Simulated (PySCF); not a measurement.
## Argon: a sound run and one with changed settings

Sound run: Ar [Ar], Ar⁺ [Ne] 3s2 3p5. Computed with PySCF 2.14 in cc-pVTZ-DK, with the spin-free X2C one-electron Hamiltonian (Gaussian nucleus). The sound run starts from symmetry-adapted Hartree-Fock orbitals and uses a fine grid where one is needed.

Changed run: initial guess atom, at most 2 SCF cycles. This setting is unsound on purpose.

| species | method | sound run (hartree) | changed run (hartree) | converged |
| --- | --- | --- | --- | --- |
| Ar | UHF | -528.62142 | -528.62142 | no |
| Ar | PBE0 | -529.20131 | -529.20113 | no |
| Ar | BP86 | -529.41721 | -529.41666 | no |
| Ar⁺ | UHF | -528.08649 | -528.08429 | no |
| Ar⁺ | PBE0 | -528.62420 | -528.61614 | no |
| Ar⁺ | BP86 | -528.83667 | -528.82258 | no |

The SCF was stopped early; the energies are upper bounds that still move, and correlated levels were skipped or rest on poor orbitals.
